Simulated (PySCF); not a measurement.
Peak assignment

Geometry:
```
atom   x (Å)   y (Å)   z (Å)
  C1   0.666  -0.321  -1.261
  C2  -0.087   0.006   0.028
  C3  -0.925  -1.201   0.465
  C4  -1.002   1.216  -0.196
  C5   0.855   0.346   1.163
  N6   2.106   0.389   1.188
  H7  -0.040  -0.559  -2.054
  H8   1.266   0.528  -1.585
  H9   1.319  -1.182  -1.121
 H10  -1.471  -0.981   1.379
 H11  -0.286  -2.063   0.646
 H12  -1.642  -1.460  -0.312
 H13  -0.419   2.086  -0.489
 H14  -1.723   1.002  -0.982
 H15  -1.548   1.458   0.714
 H16   0.355   0.590   2.098
 H17   2.569   0.160   0.309
```

How the numbers were obtained: GFN2-xTB geometry, PBE0/pcSseg-1 with gauge-including orbitals, in PySCF 2.14.0 with density-fitted response routines (no solvent model, averaged over atoms made equivalent by symmetry, fast rotation or ring inversion, non-relativistic, one computed conformer).

Chemical shifts δ = σref − σ; TMS for $^{13}$C (σ = 186.93 ppm), $^{1}$H (σ = 31.72 ppm), all at this level.

Q: Assign these signals to the numbered atoms. $^{13}$C{$^{1}$H} NMR (computed): δ 184.4 (CH), 39.7 (C), 26.9 (CH3).

A: 
184.4 → C5, carbon bonded to C, N, H
39.7 → C2, carbon bonded to 4 C
26.9 → C1/C3/C4, carbon bonded to C, 3 H

Q: Assign these signals to the numbered atoms. $^{1}$H NMR (500 MHz, computed): δ 10.57 (br s, 1H), 7.85 (s, 1H), 0.99 (s, 9H).

A: 
```tsv
δ (ppm)	atoms	environment	reason
10.57	H17	hydrogen on a nitrogen bonded to C	–
7.85	H16	hydrogen on a carbon bonded to C, N	–
0.99	H7/H8/H9/H10/H11/H12/H13/H14/H15	hydrogen on a carbon bonded to C	–
```

OH/NH shifts are gas-phase values; hydrogen bonding in solution moves them, usually downfield. Shifts are as computed. Against solution values, carbons near 30 ppm lie about +3 ppm off and those near 130 ppm about +5 ppm (rms about the fit 2.1 ppm; single classes can miss by 10 ppm). Of 1328 compounds with measured shifts, 309 miss one by over three times the rms of a fit or turn the order of signals round; such compounds aren't used in these exercises. Signals without a measured value on file couldn't be tested in this way; 1H shifts scatter by 0.2 ppm about their fit, and single ones miss by 0.5 ppm. Multiplicities follow the n + 1 count of equivalent neighbours, as no J values were calculated; m marks all less simple cases, F and P coupling included.
